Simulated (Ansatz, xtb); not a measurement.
# Two conformers of H2O2Si

Structure a: `O[Si]O`, a singlet. Structure b: `O[Si]O`, a singlet. Both are isolated molecules in the gas phase, relaxed with PBE-D3(BJ)/def2-SVP.

a (Å):

```yaml
atoms:
  - { symbol: O, position_ang: [-0.4454, 3.0970, 2.7125] }
  - { symbol: O, position_ang: [-1.1471, 0.9225, 1.2989] }
  - { symbol: Si, position_ang: [-1.7857, 2.2474, 2.1313] }
  - { symbol: H, position_ang: [0.4687, 2.7959, 2.5442] }
  - { symbol: H, position_ang: [-0.1842, 0.7727, 1.2289] }
```

b (Å):

```yaml
atoms:
  - { symbol: O, position_ang: [-0.9456, -0.7203, -0.8999] }
  - { symbol: O, position_ang: [-0.2075, 0.7417, 1.0638] }
  - { symbol: Si, position_ang: [-1.0963, -0.6794, 0.7736] }
  - { symbol: H, position_ang: [-0.1459, 0.9908, 2.0046] }
  - { symbol: H, position_ang: [-0.4261, 0.0211, -1.2748] }
```

Energies in hartree; the thermal terms are from PBE-D3(BJ)/def2-SVP harmonic frequencies (ideal gas, rigid rotor, one conformer each, 298.15 K, 1 atm) and include the zero-point energy:

```
                                a           b
E, CCSD(T)/def2-TZVPP  −440.588982  −440.593046
    zero-point energy     0.026162     0.027000
         H(298 K) − E     0.031355     0.032001
         G(298 K) − E     0.000817     0.001128
```

Q: Work out ΔE, ΔE₀, ΔH and ΔG for a → b in kJ/mol (1 Eh = 2625.50 kJ/mol) and the equilibrium ratio [b]/[a].

A: 1. ΔE = −440.593046 − (−440.588982) = −0.004064 Eh = −10.67 kJ/mol.
2. ΔE₀ = ΔE + ΔZPE = −0.004064 + (+0.000838) Eh = −8.47 kJ/mol.
3. ΔH = ΔE + (+0.000646) Eh = −8.97 kJ/mol.
4. ΔG = ΔE + (+0.000311) Eh = −9.85 kJ/mol, so ΔS = (ΔH − ΔG)/T = +2.9 J/(mol K).
5. kT = 0.9442 mEh, so K = [b]/[a] = exp(−ΔG/kT) = exp(+3.97) ≈ 53.

Structure b is favoured at this temperature. An error of 4 kJ/mol in ΔG would change K by a factor of 5. Mirror images and further conformers aren't counted.

Other levels gave ΔE = −10.8 (PBE-D3(BJ)/def2-SVP); −9.7 (HF/def2-TZVPP); −10.5 (MP2/def2-TZVPP) kJ/mol. The correlated steps freeze 7 core orbitals. Programs: Ansatz 0.2.0.
